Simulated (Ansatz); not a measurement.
# Cobalt, hcp under LDA: convergence with the cold (Marzari-Vanderbilt) smearing

How small must the cold (Marzari-Vanderbilt) smearing width be for energy and pressure and moments to settle? The geometry was relaxed under LDA beforehand and stays fixed; 7 values are run, from 0.01 to 1.0 eV. Wanted are the values from which on the energy stays within 10 and 1 meV/atom, and the pressure within 0.5 GPa, of the narrowest run. Within the series other settings stay, but some runs also write fields, which adds to their time. The moments start as that relaxation left them.

Program: Ansatz 0.2.0. Level of theory: DFT LDA, plane waves with PAW, scalar-relativistic. These are calculated values, not measurements.

## (1) Starting point

It takes space group P6_3/mmc (No. 194, hexagonal). The conventional cell has a = 2.427 Å, b = 2.427 Å, c = 3.923 Å, α = 90.00°, β = 90.00°, γ = 120.00°. Around Co (site symmetry -6m2) lie 12 Co at 2.41 to 2.43 Å.

Structure file:

```
Co
1.0
     2.42738    0.00000    0.00000
    -1.21369    2.10217    0.00000
     0.00000    0.00000    3.92305
Co
2
Direct
  0.33333 0.66667 0.25000
  0.66667 0.33333 0.75000
```

Starting moments (μB): +1.56 ×2.

## (2) With a width of 0.01 eV

The run at 0.01 eV.

File input.yaml:

```yaml
crystal:
  lattice:
    - [2.4273810165, 0.0, 0.0]
    - [-1.2136905082, 2.102173625, 0.0]
    - [0.0, 0.0, 3.9230481332]
  atoms:
    - { symbol: Co, position: [0.3333333333, 0.6666666667, 0.25], spin: 1.558 }
    - { symbol: Co, position: [0.6666666667, 0.3333333333, 0.75], spin: 1.558 }
hamiltonian:
  xc: lda
  pseudopotentials:
    kind: paw
    azcp:
      Co: "pseudopotentials/Co.paw.azcp"
basis:
  ecutwfc: 420
  fft_grid_basis: typed
kpoints:
  mp_grid: { grid: [15, 15, 8], shift: [0, 0, 0] }
magnetization:
  spin_polarized: true
scf:
  occupations: { method: cold, width: 0.01 }
  lower_state_search: "off"
output:
  stress: true
```

Launch:

```console
$ ansatz run input.yaml --threads 2 --pin off --max-ram 5120MiB --backend cpu --events-out ev --progress --plain --runs-dir out
```

## (3) With a width of 0.03 eV

The run at 0.03 eV.

input.yaml, as its differences from that of step 2:

```diff
@@ -22,3 +22,3 @@
 scf:
-  occupations: { method: cold, width: 0.01 }
+  occupations: { method: cold, width: 0.03 }
   lower_state_search: "off"
@@ -26 +26,5 @@
   stress: true
+  write_density: true
+  write_potential: true
+  elf: true
+  volumetric_format: npy
```

## (4) With a width of 0.1 eV

The run at 0.1 eV.

input.yaml, as its differences from that of step 3:

```diff
@@ -22,3 +22,3 @@
 scf:
-  occupations: { method: cold, width: 0.03 }
+  occupations: { method: cold, width: 0.1 }
   lower_state_search: "off"
@@ -26,5 +26 @@
   stress: true
-  write_density: true
-  write_potential: true
-  elf: true
-  volumetric_format: npy
```

## (5) With a width of 0.2 eV

The run at 0.2 eV.

input.yaml, as its differences from that of step 4:

```diff
@@ -22,3 +22,3 @@
 scf:
-  occupations: { method: cold, width: 0.1 }
+  occupations: { method: cold, width: 0.2 }
   lower_state_search: "off"
@@ -26 +26,5 @@
   stress: true
+  write_density: true
+  write_potential: true
+  elf: true
+  volumetric_format: npy
```

## (6) With a width of 0.3 eV

The run at 0.3 eV.

input.yaml, as its differences from that of step 5:

```diff
@@ -22,3 +22,3 @@
 scf:
-  occupations: { method: cold, width: 0.2 }
+  occupations: { method: cold, width: 0.3 }
   lower_state_search: "off"
```

## (7) With a width of 0.6 eV

The run at 0.6 eV.

input.yaml, as its differences from that of step 6:

```diff
@@ -22,3 +22,3 @@
 scf:
-  occupations: { method: cold, width: 0.3 }
+  occupations: { method: cold, width: 0.6 }
   lower_state_search: "off"
@@ -26,5 +26 @@
   stress: true
-  write_density: true
-  write_potential: true
-  elf: true
-  volumetric_format: npy
```

## (8) With a width of 1.0 eV

The run at 1.0 eV.

input.yaml, as its differences from that of step 7:

```diff
@@ -22,3 +22,3 @@
 scf:
-  occupations: { method: cold, width: 0.6 }
+  occupations: { method: cold, width: 1.0 }
   lower_state_search: "off"
```

(Steps that only read results are left out.)

Before running it: what results should come out?

**Answer**, as computed:

```
                                           quantity                       value
       E(σ → 0) stays within 10 meV/atom of 0.01 eV                up to 0.3 eV
                   E(σ → 0) stays within 1 meV/atom                up to 0.1 eV
                      pressure stays within 0.5 GPa                up to 0.2 eV
                                pressure at 0.01 eV                    0.49 GPa
energy of a separate run on a finer mesh (24×24×13)  -0.8 meV/atom from 0.01 eV
```

In words: At 1.0 eV the energy differs by +55.6 meV/atom and the pressure by -14.1 GPa. Over the range F shifts by +65.1 meV/atom, while E(σ → 0) shifts by +55.6. This scheme cancels the term in the square of the width, so F moves little up to 0.2 eV. The mesh (15×15×8) is fixed, so the narrowest widths carry a k-point error of their own. The largest moment goes from 1.59 μB at 0.01 eV to 0.00 μB at 1.0 eV. The yardstick itself is unsettled by 0.8 meV/atom against the finer mesh, so the thresholds above hold only within this series, and wider smearing, which averages over more states, can land nearer the fine-mesh value than the narrowest does. The cell taken over is 10 % smaller than the measured one (11.07 Å³/atom, COD), which weighs on all values here.
